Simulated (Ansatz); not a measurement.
Energy needed to pull apart C2H4B, doublet, into free ground-state atoms, from the structure below (displaced at random from a GFN2-xTB minimum); no zero-point or spin–orbit terms; open-shell atoms are treated unrestricted, in their ground-state multiplicity.

```xyz
7
angstrom
B -1.0545 0.5099 -0.7751
C 0.0944 -0.0585 0.0371
C 1.0047 -0.3958 0.8113
H -2.2241 -0.2214 -0.8750
H -0.8861 1.3045 -1.4577
H 1.7074 -1.3320 0.4342
H 1.2780 0.0811 1.5834
```

Program: Ansatz 0.2.0. Basis: def2-TZVPP. Cores are frozen in the correlated methods; orbitals are unrestricted.

```
   method  atomization energy (eV)
   PBE-D4                    27.08
revPBE-D4                    26.43
r2SCAN-D4                    26.65
  PBE0-D4                    26.61
  LC-wPBE                    26.28
  wB97M-V                    26.39
       HF                        ?
      MP2                        ?
     CCSD                    25.06
  CCSD(T)                    25.40
```

Task: What does MP2 give? (An estimate is asked for; the value comes from the calculation.)

Result: Computed: 25.66 eV, which is about 0.26 eV more than CCSD(T)/def2-TZVPP.

Task: What does HF give? (Judge from chemistry; the value comes from the calculation.)

Result: By the calculation: 19.89 eV, which is about 5.51 eV less than CCSD(T)/def2-TZVPP.

In triple zeta the MP2 and coupled-cluster atomization energies are still short of their basis limit by a few kcal/mol a bond, whereas those of the functionals are nearly converged, so these differences are not deviations from converged CCSD(T).

No T1 diagnostic of these runs exceeds 0.025. ⟨S²⟩ of the unrestricted Hartree–Fock references: 0.81 (a pure state has 0.75). The unrestricted reference is spin-contaminated, which hurts MP2 most.

For scale, one of the runs: CCSD(T)/def2-TZVPP forces, 149 basis functions (an equivalent command: `ansatz run in.yaml --threads 4`). Hardware: 4 CPU threads, shared host. Wall time 93 s; peak host memory 4.3 GiB.
